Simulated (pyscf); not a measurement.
`[CH3][GaH2]` + `[CH3]` [doublet] → `[CH3][CH3]` + `[GaH2]` [doublet] (substitution at C; doublet surface; C–Ga broken, C–C formed). PySCF, gas phase, ωB97X-D3(BJ)/def2-SVP geometries. Rate constants from transition-state theory, ωB97M-D3(BJ)/def2-TZVP energies (ideal gas, 1 atm, RRHO with modes under 100 cm⁻¹ raised to 100, one conformer, R ln 2 for chiral ones without a mode under 150 cm⁻¹; no tunnelling), k in cm³ molecule⁻¹ s⁻¹.

| T (K) | 1000/T | log10 k |
|---|---|---|
| 298 | 3.354 | -37.36 |
| 600 | 1.667 | -24.90 |
| 900 | 1.111 | -20.61 |
| 1200 | 0.833 | ? |

Task: Fit an Arrhenius line to the three values, give the activation energy, and predict k at 1200 K.

Result: Least squares gives log10 k = -12.40 − 7.45 × 1000/T, so Ea = 7.45 × ln 10 × 1.987 = 34.1 kcal/mol, against an electronic barrier of 30.5. At 1200 K the line gives -18.61; the computed value is -18.37 (ΔG‡ = 71.3 kcal/mol), a factor 1.7 over the line, since the plot is curved. One saddle was located; it need not be the lowest between these sides. The angle at the attacked C is 159°. Elements up to Kr have no core potential and no relativistic terms here.
